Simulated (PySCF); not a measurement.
# BNH₆: electronic excitations at several levels of theory, part 2 of 2

PySCF 2.14.0. Atoms count from 0.

### 10 TDDFT and polarisability: PBE0/def2-TZVPD

What the job is given:

```
{"job": {"kind": "uv", "xc": "PBE0", "basis": "def2-TZVPD"}, "charge": 0, "multiplicity": 1}
B     -0.824434     0.109917    -0.025579
N      0.796622    -0.100896     0.012546
H     -1.235173    -0.675271    -0.871065
H     -0.993362     1.283082    -0.334122
H     -1.213435    -0.152269     1.105788
H      1.038233    -1.059310     0.266504
H      1.233943     0.520028     0.694180
H      1.215726     0.093550    -0.897402
```

Level: TDDFT PBE0/def2-TZVPD, vertical, gas phase, core orbitals frozen in the response.

The log of the run:

```text
coarse grid: 5872 points
cycle   1  E = -83.0990905907  dE = -9.502e-02  |g| = 3.488e-01  |ddm| = 1.734e+00
cycle   2  E = -83.1152286257  dE = -1.614e-02  |g| = 2.907e-01  |ddm| = 6.677e-01
cycle   3  E = -83.1426052178  dE = -2.738e-02  |g| = 3.360e-02  |ddm| = 2.855e-01
cycle   4  E = -83.1428379721  dE = -2.328e-04  |g| = 1.902e-02  |ddm| = 3.247e-02
cycle   5  E = -83.1429117534  dE = -7.378e-05  |g| = 2.066e-03  |ddm| = 9.257e-03
cycle   6  E = -83.1429128220  dE = -1.069e-06  |g| = 2.060e-04  |ddm| = 2.604e-03
final grid: 54432 points
cycle   7  E = -83.1359010045  dE = -3.809e-05  |g| = 5.969e-03  |ddm| = 6.381e-02
cycle   8  E = -83.1358973499  dE =  3.655e-06  |g| = 7.396e-03  |ddm| = 7.607e-03
cycle   9  E = -83.1359089941  dE = -1.164e-05  |g| = 4.704e-04  |ddm| = 3.620e-03
cycle  10  E = -83.1359090456  dE = -5.148e-08  |g| = 1.357e-04  |ddm| = 4.032e-04
cycle  11  E = -83.1359090509  dE = -5.295e-09  |g| = 1.506e-05  |ddm| = 1.328e-04
cycle  12  E = -83.1359090510  dE = -5.352e-11  |g| = 1.668e-06  |ddm| = 1.757e-05
converged SCF energy = -83.1359090510

Static polarisability (au): isotropic 32.427, principal 31.827 31.828 33.627

Singlet excitations
state   eV       nm        f      main configurations
  1   6.0504    204.9   0.00583   H->L 0.88, H-1->L 0.11
  2   6.0504    204.9   0.00583   H-1->L 0.88, H->L 0.11
  3   7.8492    158.0   0.07936   H-1->L+1 0.66, H->L+1 0.32
  4   7.8493    158.0   0.07938   H->L+1 0.66, H-1->L+1 0.32
  5   7.8945    157.1   0.00000   H->L+2 0.36, H-1->L+3 0.36, H-1->L+2 0.13
  6   7.9161    156.6   0.00000   H-1->L+3 0.49, H->L+2 0.48
  7   7.9163    156.6   0.00000   H->L+3 0.49, H-1->L+2 0.48
  8   7.9698    155.6   0.00833   H-1->L+2 0.36, H->L+3 0.36, H->L+2 0.13
  9   8.3508    148.5   0.09791   H-2->L 0.95
 10   8.9334    138.8   0.00000   H-1->L+4 0.43, H->L+5 0.43

Triplet excitations (Tamm-Dancoff, eV): 5.9322 5.9323 7.5982 7.5983
```

It took 4.9 s on 1 thread, shared host.

In short: HOMO -7.76 eV, LUMO -0.56 eV; lowest singlet 6.05 eV.

### 11 Excited states and response: PBE0/6-31+G*

Settings changed since step 10:

```diff
@@ -1,2 +1,2 @@
-{"job": {"kind": "uv", "xc": "PBE0", "basis": "def2-TZVPD"}, "charge": 0, "multiplicity": 1}
+{"job": {"kind": "uv", "xc": "PBE0", "basis": "6-31+G*"}, "charge": 0, "multiplicity": 1}
 B     -0.824434     0.109917    -0.025579
```

With the program's defaults for keys left out, this is: TDDFT PBE0/6-31+G*, vertical, gas phase, core orbitals frozen in the response.

The log of the run:

```text
coarse grid: 5872 points
cycle   1  E = -83.0740157515  dE = -8.753e-02  |g| = 3.341e-01  |ddm| = 1.969e+00
cycle   2  E = -83.0923352302  dE = -1.832e-02  |g| = 2.592e-01  |ddm| = 7.319e-01
cycle   3  E = -83.1146893841  dE = -2.235e-02  |g| = 3.075e-02  |ddm| = 2.945e-01
cycle   4  E = -83.1149021321  dE = -2.127e-04  |g| = 1.621e-02  |ddm| = 3.824e-02
cycle   5  E = -83.1149583549  dE = -5.622e-05  |g| = 1.491e-03  |ddm| = 1.024e-02
cycle   6  E = -83.1149589602  dE = -6.053e-07  |g| = 1.222e-04  |ddm| = 1.720e-03
final grid: 54432 points
cycle   7  E = -83.0984736424  dE = -1.273e-05  |g| = 5.954e-03  |ddm| = 1.234e-02
cycle   8  E = -83.0984699355  dE =  3.707e-06  |g| = 7.438e-03  |ddm| = 9.877e-03
cycle   9  E = -83.0984823907  dE = -1.246e-05  |g| = 4.293e-04  |ddm| = 5.041e-03
cycle  10  E = -83.0984824463  dE = -5.556e-08  |g| = 6.562e-05  |ddm| = 4.285e-04
cycle  11  E = -83.0984824474  dE = -1.061e-09  |g| = 9.023e-06  |ddm| = 5.468e-05
cycle  12  E = -83.0984824474  dE = -2.132e-11  |g| = 5.624e-07  |ddm| = 1.015e-05
converged SCF energy = -83.0984824474

Static polarisability (au): isotropic 27.753, principal 27.720 27.721 27.819

Singlet excitations
state   eV       nm        f      main configurations
  1   5.9180    209.5   0.00881   H-1->L 0.70, H->L 0.30
  2   5.9180    209.5   0.00881   H->L 0.70, H-1->L 0.30
  3   7.7607    159.8   0.00921   H-1->L+2 0.43, H->L+1 0.43
  4   7.7608    159.8   0.00926   H-1->L+1 0.43, H->L+2 0.43
  5   7.7884    159.2   0.00000   H-1->L+2 0.33, H->L+1 0.33, H->L+2 0.17
  6   7.9545    155.9   0.02131   H->L+2 0.32, H-1->L+1 0.32, H->L+1 0.16
  7   8.0883    153.3   0.08637   H->L+3 0.97
  8   8.0885    153.3   0.08633   H-1->L+3 0.97
  9   8.2660    150.0   0.10803   H-2->L 0.97
 10   9.0059    137.7   0.01606   H->L+4 0.94

Triplet excitations (Tamm-Dancoff, eV): 5.8142 5.8143 7.4812 7.5827
```

Wall time 1.8 s (1 thread, shared host).

Key values: HOMO -7.68 eV, LUMO -0.62 eV; lowest singlet 5.92 eV.

### 12 Run by run: electronic excitations

Excitations and ground-state properties, with basis size and wall time:

| run | lowest singlet (eV) | brightest (eV) | f | gap (eV) | α (Å³) | μ (D) | functions | time |
| --- | --- | --- | --- | --- | --- | --- | --- | --- |
| wB97X-D/def2-SVPD | 6.86 | 9.28 | 0.125 | 11.11 | 4.75 | 5.46 | 88 | 7.7 s |
| LC-wPBE/def2-SVPD | 7.43 | 9.89 | 0.113 | 12.15 | 4.60 | 5.49 | 88 | 13 s |
| PBE0/6-31G* | 7.24 | 9.67 | 0.169 | 8.61 | 3.49 | 5.73 | 40 | 1.5 s |
| PBE0/def2-SVP | 6.85 | 9.21 | 0.150 | 8.15 | 3.77 | 5.74 | 58 | 2 s |
| PBE0/def2-TZVP | 6.43 | 8.76 | 0.133 | 7.70 | 4.36 | 5.50 | 98 | 3.4 s |
| PBE0/aug-cc-pVDZ | 5.85 | 8.14 | 0.096 | 6.93 | 4.83 | 5.37 | 100 | 3.4 s |
| PBE0/aug-cc-pVTZ | 5.88 | 7.54 | 0.069 | 6.95 | 4.85 | 5.37 | 230 | 12 s |
| PBE0/def2-TZVPD | 6.05 | 8.35 | 0.098 | 7.20 | 4.81 | 5.37 | 128 | 4.9 s |
| PBE0/6-31+G* | 5.92 | 8.27 | 0.108 | 7.06 | 4.11 | 5.64 | 48 | 1.8 s |

Measured dipole: 5.22 D (gas; NIST CCCBDB Release 22 (SRD 101), experimental dipoles).

### 13 Results

This closing draws on all 2 parts.

```
                                quantity                        value
                             point group                          C3v
    rotational constants (main isotopes)      72.70, 17.93, 17.93 GHz
      lowest singlet (wB97X-D/def2-SVPD)  6.86 eV (181 nm), f = 0.020
brightest single state of those computed  state 9, 9.28 eV, f = 0.125
                          lowest triplet                      6.80 eV
       vertical ionisation energy (ΔSCF)                     10.50 eV
             range of the lowest singlet              5.85 to 7.43 eV
```

What this shows: Single values in the summary come from the first run of each kind that ended normally (wB97X-D/def2-SVPD), which need not be the best level. Relaxing lowered the energy by 0.060 eV in 4 steps; the close pair that moved most is B0–H2, from 1.190 to 1.225 Å. No frequency check was run at this level, so the end point may be a saddle. The lowest singlet, at 6.86 eV, is HOMO→LUMO 0.50, HOMO−1→LUMO 0.47 and is weak; of the 10 states computed, the strongest absorption comes from states 3 to 4 together at 8.55 eV. The lowest triplet lies 0.06 eV below the lowest singlet (triplets in Tamm-Dancoff, singlets in full TDDFT). ΔSCF puts the ionisation energy at 10.50 eV, 0.81 eV above −ε(HOMO). The dipole moment, 5.46 D, compares with 5.22 D measured. The lowest singlet runs from 5.85 eV (PBE0/aug-cc-pVDZ) to 7.43 eV (LC-wPBE/def2-SVPD), while the orbital gap spans 6.93 to 12.15 eV. The lowest state need not be the same one in every run. The runs solved for a few states only, so the brightest column depends on that window. For the measured dipole, PBE0/aug-cc-pVDZ misses least (0.15 D, 3.4 s) and PBE0/def2-SVP most (0.52 D, 2 s); the quickest, PBE0/6-31G*, misses by 0.52 D in 1.5 s. One molecule ranks no method: errors cancel, and vibration and temperature are missing from all runs.
